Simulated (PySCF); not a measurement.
Molecule: 2-Butenal (C(=C\C)/C=O, C₄H₆O).

Molfile (atoms numbered from 1):
```
C4H6O
     RDKit          3D

 11 10  0  0  0  0  0  0  0  0999 V2000
   -1.7530    0.0514    0.1791 C   0  0  0  0  0  0  0  0  0  0  0  0
   -0.3450   -0.3490   -0.0738 C   0  0  0  0  0  0  0  0  0  0  0  0
    0.7345    0.4380    0.0525 C   0  0  0  0  0  0  0  0  0  0  0  0
    2.0821   -0.0763   -0.2144 C   0  0  0  0  0  0  0  0  0  0  0  0
    3.0980    0.5623   -0.0923 O   0  0  0  0  0  0  0  0  0  0  0  0
   -1.8315    1.0964    0.5096 H   0  0  0  0  0  0  0  0  0  0  0  0
   -2.2089   -0.5956    0.9470 H   0  0  0  0  0  0  0  0  0  0  0  0
   -2.3630   -0.0755   -0.7311 H   0  0  0  0  0  0  0  0  0  0  0  0
   -0.1798   -1.3887   -0.3910 H   0  0  0  0  0  0  0  0  0  0  0  0
    0.6593    1.4849    0.3661 H   0  0  0  0  0  0  0  0  0  0  0  0
    2.1073   -1.1478   -0.5516 H   0  0  0  0  0  0  0  0  0  0  0  0
  1  2  1  0
  2  3  2  0
  3  4  1  0
  4  5  2  0
  1  6  1  0
  1  7  1  0
  1  8  1  0
  2  9  1  0
  3 10  1  0
  4 11  1  0
M  END
```

Geometry PBE0-D3(BJ)/def2-SVP throughout; GIAO in PySCF 2.14.0 with density-fitted response routines, gas phase, one conformer, non-relativistic; equivalent atoms averaged; functional PBE0.

Question: How do the absolute shieldings σ depend on the basis set? (ppm; last column core-seconds on shared hosts with different chips, so compare them loosely)

Answer: 
```tsv
basis set	functions	C4	C2	C3	C1	O5	H11	H10	H9	H6/H7/H8	core-s
STO-3G	31	103.0	111.3	124.5	211.1	-294.6	22.69	26.35	26.48	30.77	1.8
6-31G	57	13.8	49.4	66.8	178.5	-342.1	22.26	26.17	25.77	30.41	3.4
pcSseg-0	57	-14.5	27.4	45.5	169.2	-449.7	22.52	26.62	26.26	30.48	2.8
6-31G*	82	14.1	46.5	65.3	174.0	-287.0	22.47	26.02	25.34	30.01	4.5
def2-SVP	100	8.3	40.2	59.9	174.1	-313.1	22.16	25.43	24.85	29.41	5.4
cc-pVDZ	100	11.1	42.7	61.9	175.6	-308.5	21.86	25.27	24.73	29.33	5.1
pcSseg-1	115	-9.9	22.7	42.3	162.4	-357.3	21.85	25.07	24.66	29.16	6.7
aug-cc-pVDZ	169	6.4	40.2	60.0	174.5	-279.5	21.48	25.04	24.36	29.25	11
6-311+G(2d,p)	171	-6.9	26.1	46.1	165.8	-319.1	21.69	25.22	24.59	29.45	13
def2-TZVP	191	-7.9	24.6	45.2	165.2	-328.2	21.69	25.20	24.53	29.43	15
cc-pVTZ	234	-6.0	26.7	47.0	166.0	-328.0	21.60	25.08	24.39	29.23	17
IGLO-III	235	-15.3	17.6	38.6	162.1	-336.7	21.58	25.08	24.45	29.29	17
pcSseg-2	264	-16.5	16.6	37.9	162.0	-340.7	21.50	24.94	24.31	29.16	17
```

Question: Which nucleus moves most, in ppm?

Answer: O5 (aldehyde oxygen): from -449.7 ppm with pcSseg-0 to -279.5 ppm with aug-cc-pVDZ. The smallest spread is 1.21 ppm, at H11. Proton shifts span only some 12 ppm, so a few tenths of a ppm matter as much there as several ppm in carbon.

Question: Taking the largest basis, pcSseg-2 (264 functions), as the yardstick, rank the others by their worst heavy-atom deviation.

Answer: IGLO-III 4.0 ppm (235 functions), def2-TZVP 12.5 ppm (191 functions), cc-pVTZ 12.7 ppm (234 functions), pcSseg-1 16.6 ppm (115 functions), 6-311+G(2d,p) 21.6 ppm (171 functions), def2-SVP 27.6 ppm (100 functions), cc-pVDZ 32.2 ppm (100 functions), 6-31G 32.8 ppm (57 functions), 6-31G* 53.7 ppm (82 functions), aug-cc-pVDZ 61.2 ppm (169 functions), pcSseg-0 109.0 ppm (57 functions), STO-3G 119.5 ppm (31 functions).

A small basis that lands close on one nucleus may do so by chance; judge by the trend and by all nuclei.
